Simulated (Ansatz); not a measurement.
## Relative stability

Two relaxed structures of CH8AlN, singlet (PBE0-D4/def2-TZVP; forces vanish, vibrations not checked).

A:

```xyz
11
angstrom
C 0.4996 -0.2844 0.7464
N 1.0668 0.1142 -0.5921
Al -1.4759 0.0261 0.2695
H 2.0776 0.0543 -0.7062
H 0.5848 -0.4633 -1.2948
H 0.7375 1.0692 -0.7804
H 0.9514 0.3721 1.4913
H 0.8153 -1.3123 0.9304
H -2.5935 -0.2751 1.3680
H -1.2600 1.5740 -0.2408
H -1.4256 -0.9076 -1.0864
```

B:

| atom | x (Å) | y (Å) | z (Å) |
| --- | --- | --- | --- |
| C1 | 1.2453 | 0.1094 | -0.6160 |
| N2 | 0.3998 | -0.2086 | 0.5449 |
| Al3 | -1.6003 | 0.0534 | 0.1991 |
| H4 | 2.3075 | -0.0347 | -0.4075 |
| H5 | 0.9473 | -0.5279 | -1.4479 |
| H6 | 1.0671 | 1.1455 | -0.9022 |
| H7 | 0.6585 | 0.3695 | 1.3390 |
| H8 | 0.5451 | -1.1712 | 0.8345 |
| H9 | -2.1792 | -0.3807 | 1.6315 |
| H10 | -1.5997 | 1.6188 | -0.1560 |
| H11 | -1.7914 | -0.9735 | -1.0195 |

Program: Ansatz 0.2.0. Basis: def2-TZVPP. Cores are frozen in the correlated methods. B3LYP uses VWN-RPA correlation.

Problem. Which structure is lower at CCSD(T), and by how much? (To be estimated.)

Solution. By the calculation: B, by 37.97 kcal/mol (electronic energy, against the other). By their contacts, A is CH₈AlN ([NH3][CH2][AlH3]) and B is CH₈AlN ([CH3][NH2][AlH3]).

All methods give the same order:

| method | E(B) − E(A) (kcal/mol) |
| --- | --- |
| PBE-D4 | -34.43 |
| r2SCAN-D4 | -36.32 |
| PBE0-D4 | -35.71 |
| B3LYP-D4 | -37.83 |
| wB97M-V | -36.72 |
| HF | -42.26 |
| MP2 | -38.34 |
| CCSD | -38.72 |
| CCSD(T) | -37.97 |

T1 diagnostic: at most 0.010.

Labels in which every atom is bracketed show which atoms are joined, not bond orders.

For scale, one of the runs: CCSD(T)/def2-TZVPP, 216 basis functions, launched by `ansatz run in.yaml --threads 2 --pin off --events-out ev --progress --plain --max-ram 4352MiB`. Hardware: 2 CPU threads of an Arm Neoverse V2, shared host. Wall time 69 s; peak host memory 3.1 GiB.
